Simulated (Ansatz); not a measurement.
## HBAl, quartet: breathe scan

Starting geometry (PBE0/def2-TZVP stationary point for this spin, not checked as a minimum):

| atom | x (Å) | y (Å) | z (Å) |
| --- | --- | --- | --- |
| B | 0.0000 | 0.0000 | 0.2519 |
| Al | 0.0000 | 0.0000 | -1.6889 |
| H | 0.0000 | 0.0000 | 1.4370 |

From there all distances are scaled together; atoms are numbered as listed. Energies are in kJ/mol, counted from the starting geometry at the same level. Kohn–Sham curves are unrestricted where that lies lower.

Basis 6-31G; Ansatz 0.2.0. Only valence electrons are correlated (noble-gas cores frozen).

The reference follows the lowest state, whose symmetry changes along the scan.

Full CI is exact within this basis and frozen core; it isn't the basis-set limit.

```json
{"scale of all distances": "0.871", "r2SCAN": "128.7"}
{"scale of all distances": "1.000", "r2SCAN": "0.0"}
{"scale of all distances": "1.130", "r2SCAN": "48.9"}
{"scale of all distances": "1.277", "r2SCAN": "176.1"}
{"scale of all distances": "1.473", "r2SCAN": "345.3"}
{"scale of all distances": "1.749", "r2SCAN": "496.7"}
{"scale of all distances": "2.007", "r2SCAN": "549.0"}
{"scale of all distances": "2.421", "r2SCAN": "580.2"}
```

Estimate the full CI curve in 6-31G from this one, knowing how r2SCAN differs from it in such a basis.

The computed full CI values, in kJ/mol from the starting point, and the difference of r2SCAN against them:
| scale of all distances | full CI | r2SCAN less full CI |
| --- | --- | --- |
| 0.871 | 144.0 | -15.3 |
| 1.000 | 0.0 | 0.0 |
| 1.130 | 34.4 | 14.5 |
| 1.277 | 146.4 | 29.7 |
| 1.473 | 297.3 | 48.0 |
| 1.749 | 417.3 | 79.4 |
| 2.007 | 448.6 | 100.4 |
| 2.421 | 455.2 | 125.0 |

r2SCAN at 2.421 lies 125.0 kJ/mol (27 %) above the reference in this basis.

In so small a basis the reference is far from its limit while semilocal and hybrid functionals are nearer theirs, so the functionals' errors here hold much of the reference's basis and frozen-core error, which can add to them or hide them. The set has no polarisation functions, which weighs most on the reference.
